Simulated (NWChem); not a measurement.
The numbers come from NWChem runs, not from measurements. System: methyl formate (C2H4O2), charge 0, spin multiplicity 1, at a geometry optimised with PBE/def2-SVP. Level: RHF/def2-TZVP.

Input file:

```
start mol
memory heap 200 mb stack 900 mb global 1100 mb
geometry units angstroms nocenter noautoz noautosym
  C     -1.388105    -0.306594     0.104148
  O     -0.061174    -0.835125     0.259324
  C      0.939460     0.026484    -0.014265
  O      0.806729     1.175585    -0.369812
  H     -1.566455     0.010129    -0.943368
  H     -2.077997    -1.123052     0.381252
  H     -1.543123     0.571322     0.763218
  H      1.915005    -0.501414     0.143501
end
basis spherical
  * library def2-tzvp
end
scf
  rhf
  nopen 0
  maxiter 100
  thresh 1e-7
  semidirect memsize 60000000 filesize 0
end
task scf energy
```

Output (cleaned and shortened):

```
             Northwest Computational Chemistry Package (NWChem) 7.3.0
             --------------------------------------------------------

                                NWChem Input Module
                                -------------------

 Scaling coordinates for geometry "geometry" by  1.889725989
 (inverse scale =  0.529177249)

                             Geometry "geometry" -> ""
                             -------------------------

 Output coordinates in angstroms (scale by  1.889725989 to convert to a.u.)

  No.       Tag          Charge          X              Y              Z
 ---- ---------------- ---------- -------------- -------------- --------------
    1 C                    6.0000    -1.38810500    -0.30659400     0.10414800
    2 O                    8.0000    -0.06117400    -0.83512500     0.25932400
    3 C                    6.0000     0.93946000     0.02648400    -0.01426500
    4 O                    8.0000     0.80672900     1.17558500    -0.36981200
    5 H                    1.0000    -1.56645500     0.01012900    -0.94336800
    6 H                    1.0000    -2.07799700    -1.12305200     0.38125200
    7 H                    1.0000    -1.54312300     0.57132200     0.76321800
    8 H                    1.0000     1.91500500    -0.50141400     0.14350100

 Effective nuclear repulsion energy (a.u.)     121.4689026099

            Nuclear Dipole moment (a.u.)
            ----------------------------
        X                 Y               Z
 ---------------- ---------------- ----------------
     0.0000000000     0.0000094486    -0.0000056692


 Summary of "ao basis" -> "" (spherical)
 ------------------------------------------------------------------------------
       Tag                 Description            Shells   Functions and Types
 ---------------- ------------------------------  ------  ---------------------
 *                         def2-tzvp                  on all atoms

 Summary of "ao basis" -> "ao basis" (spherical)
 ------------------------------------------------------------------------------
       Tag                 Description            Shells   Functions and Types
 ---------------- ------------------------------  ------  ---------------------
 C                         def2-tzvp                11       31   5s3p2d1f
 O                         def2-tzvp                11       31   5s3p2d1f
 H                         def2-tzvp                 4        6   3s1p

                                 NWChem SCF Module
                                 -----------------

  ao basis        = "ao basis"
  functions       =   148
  atoms           =     8
  closed shells   =    16
  open shells     =     0
  charge          =   0.00
  wavefunction    = RHF
  use symmetry    = F
  symmetry adapt  = F

 Summary of "ao basis" -> "ao basis" (spherical)
 ------------------------------------------------------------------------------
       Tag                 Description            Shells   Functions and Types
 ---------------- ------------------------------  ------  ---------------------
 C                         def2-tzvp                11       31   5s3p2d1f
 O                         def2-tzvp                11       31   5s3p2d1f
 H                         def2-tzvp                 4        6   3s1p

 Forming initial guess at       0.0s

      Superposition of Atomic Density Guess
      -------------------------------------

 Sum of atomic energies:        -226.91050770

      Non-variational initial energy
[...]
 Nuclear repulsion energy =    121.468902609905

        Time for solution =     19.0s

             Final eigenvalues
             -----------------

              1
    1  -20.6153
    2  -20.5582
    3  -11.3898
    4  -11.2976
    5   -1.4638
    6   -1.3675
    7   -0.9844
    8   -0.8167
    9   -0.7339
   10   -0.6807
   11   -0.6724
   12   -0.5943
   13   -0.5503
   14   -0.5358
   15   -0.4698
   16   -0.4659
   17    0.1515
   18    0.1527
   19    0.1795
   20    0.2040
   21    0.2118
   22    0.2342
   23    0.2567
   24    0.3106
   25    0.3127
   26    0.3574

                       ROHF Final Molecular Orbital Analysis
                       -------------------------------------

 Vector   14  Occ=2.000000D+00  E=-5.357920D-01
              MO Center= -7.6D-01, -4.3D-01,  1.5D-01, r^2= 2.3D+00
   Bfn.  Coefficient  Atom+Function         Bfn.  Coefficient  Atom+Function
  ----- ------------  ---------------      ----- ------------  ---------------
    38     -0.250576  2 O  py                 7      0.233839  1 C  py
    41     -0.229129  2 O  py                10      0.199340  1 C  py
   132     -0.177134  6 H  s

 Vector   15  Occ=2.000000D+00  E=-4.698362D-01
              MO Center= -7.6D-03,  7.3D-02, -2.6D-02, r^2= 2.3D+00
   Bfn.  Coefficient  Atom+Function         Bfn.  Coefficient  Atom+Function
  ----- ------------  ---------------      ----- ------------  ---------------
    39      0.307892  2 O  pz                42      0.284021  2 O  pz
   101     -0.252086  4 O  pz               104     -0.227116  4 O  pz
    45      0.211818  2 O  pz               107     -0.154997  4 O  pz

 Vector   16  Occ=2.000000D+00  E=-4.658815D-01
              MO Center=  8.0D-01,  6.7D-01, -2.1D-01, r^2= 1.7D+00
   Bfn.  Coefficient  Atom+Function         Bfn.  Coefficient  Atom+Function
  ----- ------------  ---------------      ----- ------------  ---------------
    99      0.409538  4 O  px               102      0.368194  4 O  px
   105      0.250702  4 O  px               144     -0.152481  8 H  s

 Vector   17  Occ=0.000000D+00  E= 1.515430D-01
              MO Center= -1.6D+00,  9.0D-03, -1.6D-01, r^2= 6.1D+00
   Bfn.  Coefficient  Atom+Function         Bfn.  Coefficient  Atom+Function
  ----- ------------  ---------------      ----- ------------  ---------------
     5      5.017517  1 C  s                127     -2.267968  5 H  s
   139     -2.119550  7 H  s                133     -1.485682  6 H  s
    67     -1.251102  3 C  s                 98      0.621108  4 O  s
    13      0.604719  1 C  py                 4     -0.404249  1 C  s
    74      0.387164  3 C  px                43      0.299700  2 O  px

 Vector   18  Occ=0.000000D+00  E= 1.526874D-01
              MO Center=  8.1D-01,  1.5D-01,  9.5D-02, r^2= 3.0D+00
   Bfn.  Coefficient  Atom+Function         Bfn.  Coefficient  Atom+Function
  ----- ------------  ---------------      ----- ------------  ---------------
     5      0.975291  1 C  s                 76     -0.816015  3 C  pz
   139     -0.725259  7 H  s                107      0.495237  4 O  pz
   133     -0.308857  6 H  s                 75     -0.276588  3 C  py
    45      0.268364  2 O  pz                70     -0.268352  3 C  pz
    73     -0.254334  3 C  pz                67     -0.243540  3 C  s

 Vector   19  Occ=0.000000D+00  E= 1.794570D-01
              MO Center=  2.4D+00, -8.5D-01,  2.5D-01, r^2= 3.0D+00
   Bfn.  Coefficient  Atom+Function         Bfn.  Coefficient  Atom+Function
  ----- ------------  ---------------      ----- ------------  ---------------
   145      3.672547  8 H  s                 67     -1.939224  3 C  s
    74     -1.573608  3 C  px                75      0.834222  3 C  py
   144     -0.566054  8 H  s                 12     -0.468098  1 C  px
    98     -0.321152  4 O  s                 36      0.300569  2 O  s
     5     -0.280807  1 C  s                105      0.281158  4 O  px

------------------------------------------------------------
EAF file 0: "./mol.aoints.0" size=524288 bytes
------------------------------------------------------------
               write      read    awrite     aread      wait
               -----      ----    ------     -----      ----
     calls:        1        25         0         0         0
   data(b): 5.24e+05  1.31e+07  0.00e+00  0.00e+00
   time(s): 0.00e+00  0.00e+00  0.00e+00  0.00e+00  0.00e+00
rate(mb/s): 0.00e+00  0.00e+00
------------------------------------------------------------

 center of mass
 --------------
 x =   0.10210902 y =   0.03252744 z =  -0.01074719

 moments of inertia (a.u.)
 ------------------
         147.404774612732         -77.905846838838          25.432966781304
         -77.905846838838         221.309478443181          38.830819314438
          25.432966781304          38.830819314438         332.682268464516

  Mulliken analysis of the total density
  --------------------------------------

    Atom       Charge   Shell Charges
 -----------   ------   -------------------------------------------------------
    1 C    6     6.11   0.85  1.12  0.48  0.67  0.08  1.19  1.30  0.29  0.03  0.08  0.01
    2 O    8     8.36   0.79  1.18  0.56  0.97  0.27  1.85  2.08  0.63  0.00  0.04  0.00
    3 C    6     5.57   0.86  1.12  0.53  0.52  0.06  1.12  0.94  0.15  0.06  0.18  0.02
    4 O    8     8.46   0.79  1.18  0.58  0.94  0.35  1.83  1.95  0.80  0.00  0.03  0.00
    5 H    1     0.87   0.26  0.48  0.11  0.02
    6 H    1     0.87   0.26  0.49  0.09  0.02
    7 H    1     0.87   0.26  0.48  0.11  0.02
    8 H    1     0.88   0.26  0.49  0.11  0.02

       Multipole analysis of the density wrt the origin
       ------------------------------------------------

     L   x y z        total         open         nuclear
     -   - - -        -----         ----         -------
     0   0 0 0     -0.000000      0.000000     32.000000

     1   1 0 0     -0.353445      0.000000      0.000000
     1   0 1 0     -0.684737      0.000000      0.000009
     1   0 0 1      0.215355      0.000000     -0.000006

     2   2 0 0    -14.217974      0.000000    124.677570
     2   1 1 0     -1.626583      0.000000     39.904948
     2   1 0 1      0.483237      0.000000    -13.137464
     2   0 2 0    -21.048521      0.000000     68.003248
     2   0 1 1      1.210039      0.000000    -19.562262
     2   0 0 2    -17.560450      0.000000     11.915824

 Task  times  cpu:       21.4s     wall:       21.4s

 Total times  cpu:       21.4s     wall:       21.4s
```
